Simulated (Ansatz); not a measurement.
# CHAlN+ (triplet): wave-function methods side by side, cc-pVDZ

How much of the correlation energy of CHAlN+ (triplet) does each wave-function method recover here?

The runs use Ansatz 0.2.0, Gaussian basis; cc-pVDZ, core rule «outside noble gas», up to 7 orbitals frozen.

Plan: UHF; CCSD(T) on ROHF; CCSD(T) on UHF; BCCD(T) on ROHF; CISD; CCSDT(Q) on ROHF; CCSDT(Q) on UHF; CASSCF and NEVPT2, 10 electrons in 10 orbitals.

21 further runs of the same task are left out: 9 that didn't finish, 12 set aside as unsound or not needed.

## Step 1: The geometry

The geometry is a PBE0/def2-TZVP stationary point (not a proven minimum) of the parent state, kept for this charge and spin.

4 atoms, charge 1, spin multiplicity 3.

Atoms are counted from 1 here; the program's logs count them from 0.

Bond lengths: Al1–N2 1.818 Å, Al1–H4 1.595 Å, N2–C3 1.194 Å. Angles: N2–Al1–H4 111.0°, Al1–N2–C3 170.0°.

## Step 2: UHF

File in.yaml:

```yaml
crystal:
  periodic: [false, false, false]
  atoms:
    - {symbol: Al, position_ang: [0.000000, -0.111786, 1.121424]}
    - {symbol: N, position_ang: [0.000000, 0.097969, -0.684708]}
    - {symbol: C, position_ang: [0.000000, 0.027668, -1.876852]}
    - {symbol: H, position_ang: [0.000000, 1.301302, 1.860276]}
basis:
  gaussian: {orbitals: cc-pVDZ}
total_charge: 1
magnetization: {spin_polarized: true, initial_magnetization: 2}
hamiltonian: {xc: hf}
output: {orbitals: {seedname: orbitals}}
```

Run with:

```
$ ansatz run in.yaml --threads 1 --pin off --events-out ev --progress --plain --max-ram 2393MiB
```

Further steps of the session: CCSD(T) on ROHF; CCSD(T) on UHF; BCCD(T) on ROHF; CISD; CCSDT(Q) on ROHF; CCSDT(Q) on UHF; CASSCF and NEVPT2, 10 electrons in 10 orbitals.

Q: Predict the results of all the runs planned. Wanted: RCCSDT(Q) below the RHF energy; RMP2 from RCCSDT(Q); UMP2 from RCCSDT(Q); RCCSD from RCCSDT(Q); RCCSD(T) from RCCSDT(Q); UCCSD(T) from RCCSDT(Q); UCCSDT(Q) from RCCSDT(Q); NEVPT2 frontier from RCCSDT(Q); T1 diagnostic.

As calculated:

| quantity | value |
| --- | --- |
| RCCSDT(Q) below the RHF energy | -9.1695 eV |
| RMP2 from RCCSDT(Q) | +1019.5 meV |
| UMP2 from RCCSDT(Q) | +1704.2 meV |
| RCCSD from RCCSDT(Q) | +476.0 meV |
| RCCSD(T) from RCCSDT(Q) | +77.8 meV |
| UCCSD(T) from RCCSDT(Q) | +121.1 meV |
| UCCSDT(Q) from RCCSDT(Q) | -10.8 meV |
| NEVPT2 frontier from RCCSDT(Q) | +1113.0 meV |
| levels within 1 kcal/mol (43 meV) | RCCSDT, UCCSDT, UCCSDT(Q) |
| T1 diagnostic | 0.042 |

**Reading.** RCCSD(T) misses by +77.8 meV, 0.8 % of the correlation energy. CCSD(T) misses by +77.8 meV on the restricted determinant and by +121.1 meV on the unrestricted one; the two need not hold the same state or core. These misses are within one basis, not against nature; the frozen cores of restricted and unrestricted runs differ, which can shift their rows.
